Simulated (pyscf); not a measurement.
`[CH3][SiH2][Si]([SiH3])[SiH3]` [doublet] + `[H][H]` → `[SiH3][Si]([SiH3])[SiH3]` [doublet] + `[CH4]`, a four-centre exchange (doublet surface; C–Si, H–H broken, H–Si, C–H formed). Optimised with ωB97X-D3(BJ)/def2-SVP in PySCF. Energies in eV from the separated reactants.

AM1 to PM7: differences of heats of formation from MOPAC, which are fitted to 298 K values and so differ in kind from electronic energies by zero-point and thermal terms. Open shells are spin-unrestricted. 

Question: Quick PM3 single points give ΔE‡ = 3.55 eV and ΔE = +0.69 eV. What does ωB97M-D3(BJ)/def2-TZVP give, and how far is the quick result from it?

Answer: ωB97M-D3(BJ)/def2-TZVP gives ΔE‡ = 3.15 eV and ΔE = -0.30 eV. PM3 lies 0.39 eV over it in the barrier and 0.98 eV over it in the reaction energy, so on this step it does not hold to within 0.13 eV. ωB97M-D3(BJ)/def2-TZVP has limits of its own. At the saddle there is also a short H–Si contact that neither side keeps. This is the saddle that the search found; another between the same sides may lie lower.
